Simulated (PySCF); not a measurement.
**Shapes and spin states of [ClF2]+**

These are results of PBE0/[Cl def2-TZVP, F def2-TZVP], no relativity, density fitting, PySCF, not measurements.

Relaxations began from a few typed shapes and spin states; open shells are unrestricted. The search is not exhaustive: other isomers or separated fragments can lie lower, and high-lying points may rest on an excited occupation.

Order these stationary points by electronic energy, lowest first, in kJ/mol from the lowest minimum.
A. triplet D∞h: Cl–F 1.591 Å (×2); F–Cl–F 180.0°
B. triplet C2v: Cl–F 1.591 Å (×2); F–Cl–F 155.9°
C. singlet D∞h: Cl–F 1.597 Å (×2); F–Cl–F 180.0°
D. singlet C2v: Cl–F 1.536 Å (×2); F–Cl–F 102.6°

D (0.0), B (138.8), A (153.7), C (275.7).

Which of them are minima?

By energy in kJ/mol, 0.0: minimum; 138.8: minimum; 153.7: saddle point, 2 imaginary modes; 275.7: saddle point, 1 imaginary mode.

Counting electrons, chlorine keeps 4 of its valence electrons outside its bonds, so the VSEPR class is AX2E2 and the expected shape is bent (C2v), as computed.

The electron or spin density has lower symmetry than the nuclear frame for the singlet D∞h at 275.7 kJ/mol.
